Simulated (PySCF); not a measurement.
# Atomic charges by several schemes

Species: 1-chlorobicyclo[1.1.1.]pentane, C5H7Cl.
Z-matrix (Å and degrees, PBE0-D3(BJ)/def2-TZVP geometry), rows numbered from 1:
```
Cl
C   1  1.7572
C   2  1.5350  1  126.18
C   3  1.5463  2   72.89  1   179.99
C   2  1.5352  1  126.15  3   120.01
C   2  1.5352  1  126.15  3  -120.03
H   3  1.0903  2  116.19  1    68.09
H   3  1.0905  2  116.22  1   -68.09
H   4  1.0870  3  126.68  2   179.97
H   5  1.0905  2  116.20  1   -68.09
H   5  1.0906  2  116.20  1    68.03
H   6  1.0905  2  116.20  1   -68.02
H   6  1.0905  2  116.20  1    68.10
```

Density: PBE0/pcSseg-2 (PySCF); schemes: Mulliken, IAO, Hirshfeld and ESP-fitted. Geometry: PBE0-D3(BJ)/def2-TZVP; no solvent, vibrations or thermal averaging.

Q: Tabulate the Mulliken, IAO, Hirshfeld and ESP-fitted charges.

A: In e:

| atom | environment | Mulliken | IAO | Hirshfeld | ESP-fitted |
| --- | --- | --- | --- | --- | --- |
| Cl1 | alkyl chlorine | -0.173 | -0.099 | -0.079 | -0.173 |
| C2 | sp3 C–Cl carbon | -0.127 | +0.042 | +0.026 | +0.342 |
| C3 | four-membered-ring carbon | +0.058 | -0.269 | -0.083 | -0.528 |
| C4 | sp3 carbon at a ring junction | -0.216 | -0.100 | -0.025 | +0.227 |
| C5 | four-membered-ring carbon | +0.058 | -0.269 | -0.083 | -0.511 |
| C6 | four-membered-ring carbon | +0.058 | -0.269 | -0.082 | -0.534 |
| H7 | methylene hydrogen | +0.049 | +0.136 | +0.045 | +0.185 |
| H8 | methylene hydrogen | +0.049 | +0.136 | +0.045 | +0.187 |
| H9 | methine hydrogen | +0.049 | +0.147 | +0.055 | +0.068 |
| H10 | methylene hydrogen | +0.049 | +0.136 | +0.045 | +0.179 |
| H11 | methylene hydrogen | +0.049 | +0.136 | +0.045 | +0.182 |
| H12 | methylene hydrogen | +0.049 | +0.136 | +0.045 | +0.188 |
| H13 | methylene hydrogen | +0.049 | +0.136 | +0.045 | +0.188 |

Mean size of the charges over all atoms: ESP-fitted 0.269 e, IAO 0.155 e, Mulliken 0.079 e, Hirshfeld 0.054 e. Each set sums to the total charge, 0, to within 0.001 e. The ESP scheme is a least-squares fit of atom-centred charges to the potential on four shells outside the van der Waals surface, with the total charge fixed.

Lowest charge. The schemes don't all agree: Mulliken C4 (-0.216); IAO C3, C5 and C6 (-0.269); Hirshfeld C3 and C5 (-0.083); ESP-fitted C6 (-0.534).

Highest charge. The schemes don't all agree: Mulliken C3, C5 and C6 (+0.058); IAO H9 (+0.147); Hirshfeld H9 (+0.055); ESP-fitted C2 (+0.342).

Q: How closely do the schemes follow one another over all atoms?

A: Correlation coefficient and root-mean-square difference: IAO with Hirshfeld 0.97, 0.114 e; IAO with ESP-fitted 0.88, 0.180 e; Hirshfeld with ESP-fitted 0.87, 0.260 e; Mulliken with Hirshfeld 0.24, 0.099 e; Mulliken with IAO 0.16, 0.180 e; Mulliken with ESP-fitted -0.25, 0.345 e.

Q: Sum the charges by element, for elements with more than one atom.

A: 
| element | atoms | Mulliken | IAO | Hirshfeld | ESP-fitted |
| --- | --- | --- | --- | --- | --- |
| C | 5 | -0.169 | -0.864 | -0.247 | -1.004 |
| H | 7 | +0.341 | +0.963 | +0.325 | +1.177 |

Q: How many electrons does the Hirshfeld scheme count on C5?

A: Z − q = 6 − (-0.083) ≈ 6.082.
